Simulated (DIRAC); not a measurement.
**Cl2 at RPBE/dyall-v2z (uncontracted yes)**

We compute a point of an energy scan of Cl2. 

The results are computed with DIRAC 26.1 (patched).

## 1. Starting point

The species is Cl2 (2 atoms), typed as a singlet with charge 0.

Bond lengths: Cl1–Cl2 1.988 Å.

## 2. A point of an energy scan at RPBE/dyall-v2z (uncontracted yes)

mol.xyz

```xyz
2
Cl2
Cl      0.00000000      0.00000000      0.00000000
Cl      0.00000000      0.00000000      1.98827353
```

calc.inp

```
# scan
**DIRAC
.TITLE
 Cl2
.WAVE FUNCTION
**HAMILTONIAN
.NONREL
.DFT
RPBE
**INTEGRALS
.NUCMOD
 1
*READIN
.UNCONTRACT
**WAVE FUNCTION
.SCF
**MOLECULE
*BASIS
.DEFAULT
dyall.v2z
*END OF INPUT
```

On the command line:

```
pam --inp=calc.inp --mol=mol.xyz --noarch --mw=122 --aw=276
```

What it wrote:

```text
SCF - CYCLE
                                   -----------

* Convergence on norm of error vector (gradient).
  Desired convergence:1.000D-07
  Allowed convergence:1.000D-06

* ERGVAL - convergence in total energy
* FCKVAL - convergence in maximum change in total Fock matrix
* EVCVAL - convergence in error vector (gradient)
[... 10 lines left out ...]
* Convergence after   10 iterations.
[... 3 lines left out ...]
                                   TOTAL ENERGY
[... 4 lines left out ...]
   Electronic energy                        :    -997.20446174275617
[... 1 line left out ...]
   Other contributions to the total energy
   Nuclear repulsion energy                 :      76.91708989719136
[... 2 lines left out ...]
   Total energy                             :    -920.28737184556485
[... 54 lines left out ...]
* Boson symmetry Au
  * Virtual eigenvalues, f = 0.0000
      0.6725627465  ( 2)

* Occupation in fermion symmetry E1g
  * Inactive orbitals
      Ag   Ag   Ag   B3g  B2g  Ag   Ag   B3g  B2g
  * Virtual orbitals
      Ag   B3g  B2g  Ag   B1g  Ag   Ag   B3g  B2g  Ag   B3g  B2g  Ag   Ag   B3g  B2g  Ag   Ag
      B2g  B3g  Ag   B2g  B3g  Ag   Ag   Ag   B3g  B2g  Ag   Ag   Ag   Ag

* Occupation in fermion symmetry E1u
  * Inactive orbitals
      B1u  B1u  B1u  B2u  B3u  B1u  B2u  B3u
  * Virtual orbitals
      B1u  B1u  B3u  B2u  B3u  B2u  B1u  Au   B1u  B1u  B2u  B3u  B1u  B1u  B2u  B3u  B1u  B1u
      B3u  B2u  B1u  B3u  B2u  B1u  B1u  B1u  B3u  B2u  B1u  B1u  B1u  B1u  B1u

* Occupation of subblocks
                       E1g:  Ag   B1g  B2g  B3g
  closed shells (f=1.0000):    5    0    2    2
 virtual shells (f=0.0000):   17    1    7    7
tot.num. of pos.erg shells:   22    1    9    9
                       E1u:  B3u  B2u  B1u  Au
  closed shells (f=1.0000):    2    2    4    0
 virtual shells (f=0.0000):    7    7   18    1
tot.num. of pos.erg shells:    9    9   22    1

* HOMO - LUMO gap:

    E(LUMO) :    -0.14740620 au (symmetry B1u)
  - E(HOMO) :    -0.26117440 au (symmetry B2g)
  ------------------------------------------
    gap     :     0.11376819 au

 * Closing HDF5 checkpoint file
    - Checkpoint file contains all required data, can be used for restarts
    - Checkpoint file closed

*****************************************************
********** E N D   of   D I R A C  output  **********
*****************************************************

>>>> Total WALL time used in DIRAC: 1s
```

Run time: 0.7 s. Hardware: 1 thread of Arm Neoverse V2, shared host; peak memory 0.073 GiB.

## 3. Summary of results

At RPBE/dyall-v2z (uncontracted yes):

```
     quantity          value
 total energy  -920.28737 Eh
  HOMO energy       -7.11 eV
  LUMO energy       -4.01 eV
HOMO–LUMO gap        3.10 eV
```

The basis was made for a relativistic Hamiltonian, but the run is non-relativistic.
